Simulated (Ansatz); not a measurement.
**Silver, fcc: convergence with Gaussian smearing**

Computed with Ansatz, LDA, scalar-relativistic PAW, on the relaxed cell (a = 3.999 Å; spin not included). Errors count from a run at 420 eV on a Γ-centred 22×22×22 mesh with Fermi-Dirac smearing of 0.1 eV, extrapolated to zero width. Fixed here: cutoff 420 eV, mesh 13×13×13. The SCF starts from atomic densities corrected by a trained network.

```
width (eV)  E(σ→0) error (meV/atom)  F error (meV/atom)  P (GPa)  SCF iterations
      0.01                      1.3                 1.3    -0.09               6
      0.03                      1.3                 1.3    -0.09               6
       0.1                      1.3                 0.5    -0.05               6
       0.2                      1.1                -1.5    -0.02               6
       0.3                      1.2                -4.7     0.05               6
       0.6                      0.5               -21.8     0.25               6
       1.0                      0.9               -61.6     0.55               6
```
